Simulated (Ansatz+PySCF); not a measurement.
**singlet CH3(+): levels of theory in one basis**

```xyz
4

C     0.0000    0.0000    0.0000
H     1.1924    0.0000    0.0000
H    -0.5962    1.0326    0.0000
H    -0.5962   -1.0326    0.0000
```

Basis set: def2-SVP (spherical functions). Correlated methods keep 1 orbital frozen. Charge 1, multiplicity 1.

Computed with Ansatz (development build ahead of 0.2.0); each method stands on the lowest determinant of its kind that the runs found. NEVPT2 correlates all electrons. Active spaces start from the frontier orbitals, and the lowest solution found is given.

| method | E − E(RHF) (eV) | <S²> of the determinant |
| --- | --- | --- |
| RHF | 0.00 | 0.00 |
| RHF-CCSD | -3.67 | – |
| RHF-CCSD(T) | -3.73 | – |
| CASSCF(6,7) | -1.98 | – |
| SC-NEVPT2(6,7) | -3.32 | – |

Q: What does RHF-MP2 give on the same scale?

A: -3.01 eV.

Q: Is a single determinant a sound starting point here?

A: By this sign, yes. Unrestricted orbitals gain 0.00 eV and <S²> is 0.00 against 0.00 for a pure state. The CASSCF(6,7) natural occupations are 1.98, 1.97, 1.97, 0.02, 0.02, 0.02, 0.01.
